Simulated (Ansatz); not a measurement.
```yaml
crystal:
  periodic: [false, false, false]
  atoms:
    - {symbol: In, position_ang: [0.001332, 0.000096, -0.036507]}
    - {symbol: H, position_ang: [-0.088240, 1.477472, 2.082769]}
    - {symbol: H, position_ang: [-0.063540, -1.488436, 2.075851]}
basis:
  gaussian: {orbitals: def2-TZVP}
total_charge: 1
magnetization: {spin_polarized: true, initial_magnetization: 2}
hamiltonian: {xc: pbe0}
relax: {f_tol: 0.004, max_steps: 80}
```

```sh
$ ansatz run in.yaml --threads 1 --pin off --events-out ev --progress --plain --max-ram 2176MiB
```

Steps of the relaxation (energy above the last step; positions in Å, forces in eV/Å):

```
3
step 1, 261.5 meV
In    0.001    0.000   -0.037   -0.010   -0.001    0.280
H    -0.088    1.477    2.083    0.006   -0.066   -0.140
H    -0.064   -1.488    2.076    0.005    0.066   -0.140
```

```
3
step 2, 227.7 meV
In   -0.002    0.000    0.044   -0.011   -0.001    0.301
H    -0.087    1.486    2.043    0.006   -0.105   -0.151
H    -0.062   -1.496    2.036    0.005    0.105   -0.150
```

```
3
step 3, 191.3 meV
In   -0.004    0.000    0.118   -0.012   -0.001    0.320
H    -0.085    1.479    2.006    0.007   -0.145   -0.160
H    -0.061   -1.489    1.999    0.005    0.146   -0.160
```

```
3
step 10, 0.0 meV
In   -0.011   -0.001    0.308    0.000    0.000    0.000
H    -0.079    1.138    1.910    0.000    0.000    0.000
H    -0.060   -1.148    1.904    0.000    0.000    0.000
```

Close pairs at the end: In1–H3 1.966 Å, In1–H2 1.966 Å.

A stationary point of unrestricted PBE0 after 10 steps, with ⟨S²⟩ = 2.019 against 2.00 for a pure state; no frequencies were run, so it isn't proven a minimum. 21 s on 1 thread of Arm Neoverse V1, shared host.
